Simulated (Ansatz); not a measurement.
**Worked example: H2Ge–AsH⁺, quartet against H₂Ge–AsH, triplet**

Geometry (PBE0/def2-TZVP stationary point of a triplet), kept for both states (H2Ge–AsH, triplet: A''; H2Ge–AsH⁺, quartet: A''):

```json
{"atom": "Ge", "x (Å)": "0.0000", "y (Å)": "-0.0566", "z (Å)": "1.2141"}
{"atom": "As", "x (Å)": "0.0000", "y (Å)": "0.0562", "z (Å)": "-1.2063"}
{"atom": "H", "x (Å)": "-1.2446", "y (Å)": "0.6821", "z (Å)": "1.7739"}
{"atom": "H", "x (Å)": "1.2446", "y (Å)": "0.6822", "z (Å)": "1.7739"}
{"atom": "H", "x (Å)": "0.0000", "y (Å)": "-1.4603", "z (Å)": "-1.3789"}
```

Basis cc-pVDZ; Ansatz 0.2.0. Only valence electrons are correlated (noble-gas cores and the filled d shells of p-block atoms frozen). Prefix R: restricted or restricted open-shell reference; prefix U: unrestricted. No spin–orbit coupling is included, and no scalar relativity.

Full CI isn't at hand for all of this; UCCSDT(Q) serves as the reference, and is uncertain by the last step of the cluster series or more.

```
    level  E(H2Ge–AsH, triplet) (hartree)  E(H2Ge–AsH⁺, quartet) (hartree)
      UHF                    -4311.215847                     -4310.893130
     UMP2                    -4311.386499                     -4311.038764
 UCCSD(T)                    -4311.431265                     -4311.082254
      PBE                    -4313.901414                     -4313.542640
     PBE0                    -4314.025677                     -4313.665240
UCCSDT(Q)                    -4311.432740                     -4311.083691
```

Problem. Give the vertical gap, H2Ge–AsH⁺ quartet less H2Ge–AsH triplet, at each level in eV (1 hartree = 27.2114 eV), and each error against UCCSDT(Q).

Solution. UCCSDT(Q): (-4311.083691 − (-4311.432740)) × 27.2114 = 9.498 eV (the reference)
PBE0: (-4313.665240 − (-4314.025677)) × 27.2114 = 9.808 eV, error 0.310 eV
PBE: (-4313.542640 − (-4313.901414)) × 27.2114 = 9.763 eV, error 0.265 eV
UCCSD(T): (-4311.082254 − (-4311.431265)) × 27.2114 = 9.497 eV, error -0.001 eV
UMP2: (-4311.038764 − (-4311.386499)) × 27.2114 = 9.462 eV, error -0.036 eV
UHF: (-4310.893130 − (-4311.215847)) × 27.2114 = 8.782 eV, error -0.716 eV

Total energies of functionals can't be set beside those of wave-function methods, since they hold the core's correlation and their own absolute errors; only the differences compare.

In so small a basis the reference is far from its limit while semilocal and hybrid functionals are nearer theirs, so the functionals' errors here hold much of the reference's basis and frozen-core error, which can add to them or hide them.

Each level lands on the state that its own search finds. T1 diagnostics of restricted CCSD: 0.022 and 0.030.
